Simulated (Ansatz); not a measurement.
in.yaml

```yaml
crystal:
  periodic: [false, false, false]
  atoms:
    - {symbol: Si, position_ang: [0.000000, 0.000000, 1.658754]}
    - {symbol: B, position_ang: [0.000000, 0.000000, -0.236394]}
    - {symbol: H, position_ang: [0.000000, 0.000000, -1.422360]}
basis:
  gaussian: {orbitals: 6-31G}
total_charge: 1
magnetization: {spin_polarized: false, initial_magnetization: 1}
hamiltonian: {pseudopotentials: {relativity: none}}
correlation: {method: ccsdt, electrons: outside_noble_gas}
scf: {lower_state_search: off}
```

```sh
$ ansatz run in.yaml --threads 1 --pin off --events-out ev --progress --plain --max-ram 2393MiB
```

The program prints:

```
these checks for a lower state are left out or cut short: stability, starts, cluster_reference, orbital_swaps, neighbouring_geometries, increment
483 factors; integrals over basis functions are off by at most 1.5e-7 eV
mean field evaluation 1: about -8536.9572 eV, gradient 8.0e0 eV
mean field evaluation 2: about -8536.9592 eV, gradient 8.0e0 eV
mean field evaluation 4: about -8537.3642 eV, gradient 7.2e-1 eV
mean field evaluation 8: about -8537.3675 eV, gradient 9.0e-4 eV
mean field -8537.36754977 eV, -313.7424706183 hartree, gradient 2.9e-6 eV, S^2 0.750000; 0 other end points of the search recorded, 0 dependent functions left out
6 core orbitals not correlated: weight in the atoms' cores, before any rotation towards them, 1.000 or more for the frozen orbitals, at most 0.000 for the correlated occupied ones
reference -8537.36754977 eV, -313.7424706183 hartree; 4, 3 occupied and 14, 15 virtual orbitals, 483 factors
second order -1.71749057 eV of doubles, -0.00948325 eV of singles
cycle   1  -2.18295435 eV  change   -4.6e-1 eV  update   7.1e-2
cycle   2  -2.48975669 eV  change   -3.1e-1 eV  update   3.5e-2
cycle   3  -2.51043959 eV  change   -2.1e-2 eV  update   1.0e-2
cycle   4  -2.51608407 eV  change   -5.6e-3 eV  update   5.6e-3
cycle   5  -2.51778370 eV  change   -1.7e-3 eV  update   3.2e-3
cycle   6  -2.51790396 eV  change   -1.2e-4 eV  update   1.9e-3
cycle   7  -2.51817418 eV  change   -2.7e-4 eV  update   9.7e-4
cycle   8  -2.51856246 eV  change   -3.9e-4 eV  update   4.5e-4
cycle   9  -2.51847076 eV  change    9.2e-5 eV  update   2.2e-4
cycle  10  -2.51839472 eV  change    7.6e-5 eV  update   9.2e-5
cycle  11  -2.51841097 eV  change   -1.6e-5 eV  update   4.4e-5
cycle  12  -2.51841698 eV  change   -6.0e-6 eV  update   1.7e-5
cycle  13  -2.51842797 eV  change   -1.1e-5 eV  update   8.1e-6
cycle  14  -2.51842586 eV  change    2.1e-6 eV  update   3.7e-6
cycle  15  -2.51842286 eV  change    3.0e-6 eV  update   1.6e-6
cycle  16  -2.51842230 eV  change    5.6e-7 eV  update   7.4e-7
Total energy: -8539.88597206 eV, -313.8350209306 hartree
Checks for a lower state left out: stability, starts, cluster_reference, orbital_swaps, neighbouring_geometries, increment
```

Ran on 1 thread of Intel Xeon, shared host: 2.7 s wall, 0.17 GiB peak host memory.
